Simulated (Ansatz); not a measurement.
# SiF2: from a trial structure to a relaxed crystal

Level of theory: DFT PBE, scalar-relativistic, plane waves, PAW in Ansatz. Cutoff 420 eV, Γ-centred k mesh, Gaussian smearing, no spin polarisation in the final step.

The start puts SiF2 on the marcasite structure type (Pnnm, No. 58), with Si in place of Fe, F in place of S, at a guessed volume.

```xyz
6
Lattice="4.1390 0.0000 0.0000 0.0000 5.0516 0.0000 0.0000 0.0000 3.1535" Properties=species:S:1:pos:R:3 pbc="T T T"
Si    0.0000    0.0000    0.0000
Si    2.0695    2.5258    1.5768
F     0.8294    1.9130    0.0000
F     3.3095    3.1385    0.0000
F     2.8989    0.6128    1.5768
F     1.2400    4.4388    1.5768
```

Cell and atoms relax at zero pressure; the relaxation can't lower the symmetry of the start. After a coarse first stage the cell is made exact in the group found at 0.06 Å.

The zero of energy is the elements' standard structures at the same level (F₂ as a molecule); no fitted shifts are applied.

Which crystal results?

It ends in P4_2/mnm (No. 136). The result has the rutile structure. Conventional cell: a = 5.074 Å, c = 3.494 Å. Around Si lie 2 F at 2.05 Å and 4 F at 2.32 Å; F has 1 Si at 2.05 Å and 2 Si at 2.32 Å.

Space group P4_2/mnm (No. 136). a = 5.074 Å, b = 5.074 Å, c = 3.494 Å, α = 90.00°, β = 90.00°, γ = 90.00°
```csv
atom,site,symmetry,x,y,z
Si,2a,m.mm,0.0000,0.0000,0.0000
F,4f,m.2m,0.2862,0.2862,0.0000
```

What are its volume, energy, density and gap?

The volume per atom is 14.99 Å³ and the density is 2.44 g/cm³. The energy over the elements is -1.650 eV/atom and the gap on the 6×6×8 mesh is 1.79 eV.

The final run used a 6×6×8 mesh on its 6-atom cell and 0.02 eV smearing. A structure relaxed within its symmetry needn't be a true minimum. The steps took of the order of 60 core-seconds in all.

Cost: 3 runs of about 1 core-minutes in all, on Intel Xeon 6975P-C (Granite Rapids) (shared hosts).